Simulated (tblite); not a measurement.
Species: 3,3,3-trifluoroprop-1-yne, C₃HF₃.
Bonds: C1–C2 (triple), C2–C3, C3–F4, C3–F5, C3–F6. Hydrogens: H7 on C1.

Computed with GFN2-xTB (tblite), gas phase: Langevin dynamics at 300 K from the optimised GFN2-xTB geometry, time step 0.5 fs, friction 0.01 fs⁻¹, 2000 steps.

Start geometry:
```
atom  x, y, z in Å
C1      1.747   -0.138    0.014
C2      0.555   -0.043    0.002
C3     -0.898    0.072   -0.013
F4     -1.447   -0.629   -1.016
F5     -1.449   -0.379    1.124
F6     -1.299    1.343   -0.162
H7      2.795   -0.221    0.024
```

The statistics below take the 31 frames saved every 25 fs from 250 to 1000 fs; their kinetic temperature (all 3N coordinates) averages 288 K.

**Question.** Give the mean, spread and extremes of the bond lengths.

**Answer.** 
```json
{"bond": "C1≡C2", "start (Å)": "1.196", "mean (Å)": "1.198", "standard deviation (Å)": "0.011", "shortest (Å)": "1.180", "longest (Å)": "1.223"}
{"bond": "C2–C3", "start (Å)": "1.458", "mean (Å)": "1.459", "standard deviation (Å)": "0.023", "shortest (Å)": "1.417", "longest (Å)": "1.502"}
{"bond": "C3–F4", "start (Å)": "1.341", "mean (Å)": "1.345", "standard deviation (Å)": "0.031", "shortest (Å)": "1.297", "longest (Å)": "1.406"}
{"bond": "C3–F5", "start (Å)": "1.341", "mean (Å)": "1.347", "standard deviation (Å)": "0.029", "shortest (Å)": "1.296", "longest (Å)": "1.409"}
{"bond": "C3–F6", "start (Å)": "1.341", "mean (Å)": "1.344", "standard deviation (Å)": "0.022", "shortest (Å)": "1.308", "longest (Å)": "1.395"}
{"bond": "C1–H7", "start (Å)": "1.051", "mean (Å)": "1.054", "standard deviation (Å)": "0.027", "shortest (Å)": "1.007", "longest (Å)": "1.106"}
```

**Question.** Give the same statistics for bond angles, one of each kind among heavy atoms.

**Answer.** 
| angle | start (°) | mean (°) | standard deviation (°) | smallest (°) | largest (°) |
| --- | --- | --- | --- | --- | --- |
| C1–C2–C3 | 180.0 | 168.8 | 6.5 | 152.0 | 176.7 |
| C2–C3–F4 | 111.9 | 111.8 | 4.0 | 102.8 | 121.7 |
| F4–C3–F5 | 106.9 | 106.6 | 2.3 | 102.4 | 112.0 |

**Question.** How far does each atom move about its mean position (frames aligned on the start, all atoms weighted alike), and what rms force does it feel?

**Answer.** 
```json
{"atom": "C1", "rms displacement (Å)": "0.08", "rms force (eV/Å)": "1.67"}
{"atom": "C2", "rms displacement (Å)": "0.14", "rms force (eV/Å)": "1.48"}
{"atom": "C3", "rms displacement (Å)": "0.06", "rms force (eV/Å)": "1.60"}
{"atom": "F4", "rms displacement (Å)": "0.12", "rms force (eV/Å)": "0.90"}
{"atom": "F5", "rms displacement (Å)": "0.10", "rms force (eV/Å)": "0.94"}
{"atom": "F6", "rms displacement (Å)": "0.10", "rms force (eV/Å)": "0.96"}
{"atom": "H7", "rms displacement (Å)": "0.12", "rms force (eV/Å)": "1.05"}
```

The displacements run from 0.06 to 0.14 Å, the largest at C2.

**Question.** How widely does the potential energy scatter, against a harmonic estimate?

**Answer.** Mean 0.17 eV above the start, standard deviation 0.071 eV, range 0.06 to 0.34 eV. For 15 classical harmonic modes at 300 K the canonical values are 15kT/2 = 0.19 eV and kT·√(15/2) = 0.071 eV.

The run is classical and short, so these are rough statistics of one trajectory.

The cost below is that of the whole dynamics run. The run took 8.2 s of wall time on an Intel Xeon Platinum 8259CL at 2.50 GHz with one thread, no GPU, shared host with 96 logical CPUs at a one-minute load of 26, and the process peaked at 0.18 GiB of memory.
